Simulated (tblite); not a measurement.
Compound: C₅H₁₁N (charge +1 and doublet state).
Atom-mapped SMILES: `[CH2:1]=[CH:2][N+:3]([CH3:4])[CH2:5][CH3:6]` (hydrogens: H7, H8 on C1; H9 on C2; H10, H11, H12 on C4; H13, H14 on C5; H15, H16, H17 on C6)

Cartesian coordinates in Å at the GFN2-xTB level; atoms count from 1:
```xyz
17
C5H11N angstrom
C      2.2980   -1.0021    0.1540
C      1.0343   -0.7746    0.6055
N      0.2356    0.2275    0.2197
C      0.6390    1.1771   -0.7692
C     -1.0981    0.3191    0.7300
C     -2.0914   -0.3224   -0.2552
H      2.8556   -1.8415    0.5307
H      2.7920   -0.3784   -0.5710
H      0.6123   -1.4420    1.3468
H     -0.1816    1.8515   -1.0029
H      0.9643    0.6807   -1.6870
H      1.4817    1.7738   -0.4061
H     -1.1677   -0.1938    1.6913
H     -1.3616    1.3718    0.8632
H     -2.0625    0.1724   -1.2219
H     -3.0942   -0.2305    0.1511
H     -1.8627   -1.3766   -0.3890
```

Calculated harmonic vibrations of the isolated species, GFN2-xTB (tblite), most abundant isotopes, no scaling. Errors from tens to a few hundred cm⁻¹ against measured bands are possible. One conformer, not necessarily the lowest. Open shells enter through the occupations alone, without spin polarisation, and single modes of such species can be off by tens of per cent.

Harmonic wavenumbers (cm⁻¹): 61.2, 96.8, 162.5, 210.1, 246.3, 308.3, 406.9, 453.1, 544.9, 575.6, 812.2, 839.8, 871.2, 915.8, 975.8, 1006.2, 1033.5, 1049.6, 1063.2, 1099.2, 1186.5, 1218.3, 1269.5, 1299.2, 1337.7, 1379.3, 1392.5, 1409.9, 1413.1, 1439.2, 1454.4, 1460.1, 1471.7, 1499.2, 2959.2, 2971.3, 2988.6, 2996.6, 3057.2, 3059.1, 3063.1, 3065.2, 3069.3, 3119.3, 3156.9.

A = 6223, B = 2381, C = 1988 MHz; mass 85.089 u (most abundant isotopes); point group C1, symmetry number 1; spin multiplicity 2.

Zero-point energy?

Half the sum of the wavenumbers: 32734 cm⁻¹ = 93.59 kcal/mol.

Give the ideal-gas entropy at 298.15 K and 1 bar in the rigid-rotor, harmonic-oscillator model (classical rotation).

Translation 39.26, rotation 26.79, vibration 19.85, spin (R ln 2) 1.38: S = 87.3 cal/(mol K).

And Cp and H(298.15 K) − H(0)?

Cp = 30.03 cal/(mol K), of which vibrations give 22.08 (their classical limit is 45 R = 89.4); H(298.15 K) − H(0) = 5.59 kcal/mol without the zero-point energy, 3.22 from vibrations.

How do the functions run with temperature in this model?

```csv
T (K),S (cal/(mol K)),Cp (cal/(mol K)),H − H(0) (kcal/mol),G − H(0) (kcal/mol),ln q(vib)
100,64.1,15.4,1.13,-5.28,1.02
200,77.0,22.4,3.02,-12.37,2.79
300,87.5,30.2,5.64,-20.60,4.60
500,106.7,46.1,13.32,-40.05,8.31
800,132.3,62.6,29.83,-76.01,13.93
1000,147.1,70.0,43.13,-103.98,17.55
```

q(vib) and H(0) count from the zero-point level.

Which modes carry the vibrational entropy at 298.15 K?

61.2 cm⁻¹: 4.42; 96.8 cm⁻¹: 3.52; 162.5 cm⁻¹: 2.52; 210.1 cm⁻¹: 2.04; 246.3 cm⁻¹: 1.76; 308.3 cm⁻¹: 1.37 cal/(mol K); the other 39 give 4.23 together.

What must be added to the electronic energy to get the Gibbs energy at 298.15 K and 1 bar?

ZPE + [H(298.15 K) − H(0)] − T·S = 93.59 + 5.59 − 26.02 = 73.16 kcal/mol.

Blend soft modes into free rotors: weight 1/[1 + (100 cm⁻¹/ν̃)⁴] for the oscillator and the rest for a rotor with moment μB/(μ + B), μ = h/(8π²ν), B = 10⁻⁴⁴ kg m². What vibrational entropy results?

18.58 cal/(mol K) in place of 19.85, which changes −T·S at 298.15 K by +0.38 kcal/mol.

Hindered rotation and anharmonicity are outside this model. Other conformers, if any are populated, would add a mixing term that is left out. The structure is chiral; the term R ln 2 for an equal mix with its mirror image is left out.
